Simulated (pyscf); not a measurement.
**Routes from silylamine (H₂N–SiH₃) + hydrogen fluoride (HF)**

Candidate steps break at most two bonds and form at most two. Each was searched with GFN2-xTB (tblite) first. Optimised with ωB97X-D3(BJ)/def2-SVP in PySCF. MP2 and CC: frozen core, UHF for open shells. ΔMP2 is the change of the MP2 total energy from the triple- to the quadruple-zeta basis. Energies: CCSD(T)/def2-TZVPP + ΔMP2(QZVPP), kcal/mol, from the separated reactants, singlet surface.

| products | type | ΔE‡ | ΔE | ΔG‡ 298 K | ΔG‡ 900 K | ν‡ (cm⁻¹) |
|---|---|---|---|---|---|---|
| F–SiH₃ + NH₃ | four-centre exchange | 8.9 | -20.2 | 19.7 | 42.5 | 733i |
| H₂N–SiH₃ + HF | four-centre exchange | 29.6 | 0.0 | 38.2 | 58.3 | 1576i |

Row 1: On the reactant side the descent ends in a bound adduct, 10.6 kcal/mol under the separated species and 15.9 kcal/mol under the saddle at ωB97X-D3(BJ)/def2-TZVP. On the product side the descent ends in a complex (not fully relaxed), 4.2 kcal/mol under the separated species and 29.9 kcal/mol under the saddle at ωB97X-D3(BJ)/def2-TZVP. Row 2: On the reactant side the descent ends in a bound adduct, 10.6 kcal/mol under the separated species and 37.2 kcal/mol under the saddle at ωB97X-D3(BJ)/def2-TZVP. On the product side the descent ends in a bound adduct, 10.6 kcal/mol under the separated species and 37.2 kcal/mol under the saddle at ωB97X-D3(BJ)/def2-TZVP. 

Plain bond fissions and candidates not yet searched are not listed, and one of them may be faster. Each barrier is that of the saddle found; lower ones may exist. The CCSD(T) − MP2 part came from Ansatz, without density fitting, on the same reference.
